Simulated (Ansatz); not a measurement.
## Computed against measured: atomisation enthalpy at 298 K

6 molecules, all hydrocarbons; the atomisation enthalpy at 298 K in kJ/mol, computed less measured. Shapes, held fixed at every level: PBE0-D4/def2-TZVP. Flexible molecules stand in one conformer, not always the lowest. Thermal terms are harmonic and unscaled (PBE0-D4/def2-TZVP); the spin-orbit lowering of the free atoms is taken from their spectra. Programs: Ansatz 0.2.0. Measured values: Active Thermochemical Tables, CRC Handbook of Chemistry and Physics.

Levels: A = r2SCAN0-D4/def2-TZVPP; B = wB97M-V/def2-TZVPP; C = MP2/def2-SVP.

| molecule | from tabulated heats | A | B | C |
| --- | --- | --- | --- | --- |
| C2H2 (acetylene) | 1641 | -46 | -6 | -47 |
| C3H3 (SMILES [CH]1C=C1) | 2318 | -7 | +11 | -53 |
| C3H6 (SMILES C1CC1) | 3405 | -21 | +8 | -112 |
| C4H8 (trans-2-butene) | 4623 | -39 | +4 | -161 |
| C6H10 (3-methylcyclopentene) | 6474 | -52 | +7 | -183 |
| C6H10 (1,5-hexadiene) | 6397 | -64 | +4 | -201 |

Task: Which level does best on this set, which worst, and which err to one side?

Result: 
```csv
level,kind,mean error,mean absolute error,worst case
r2SCAN0-D4/def2-TZVPP,global hybrid,-38.2,38.2,"C6H10 (1,5-hexadiene)"
wB97M-V/def2-TZVPP,range-separated hybrid,+4.7,6.7,C3H3
MP2/def2-SVP,perturbation theory,-126.2,126.2,"C6H10 (1,5-hexadiene)"
```

On this set wB97M-V/def2-TZVPP has the smallest mean absolute error and MP2/def2-SVP the largest. r2SCAN0-D4/def2-TZVPP is too low in 6 of 6; wB97M-V/def2-TZVPP is too high in 5 of 6; MP2/def2-SVP is too low in 6 of 6. For MP2/def2-SVP the error grows with the size of the molecule. Correlated wave functions converge slowly with the basis. Open shells run unrestricted. The set is small.
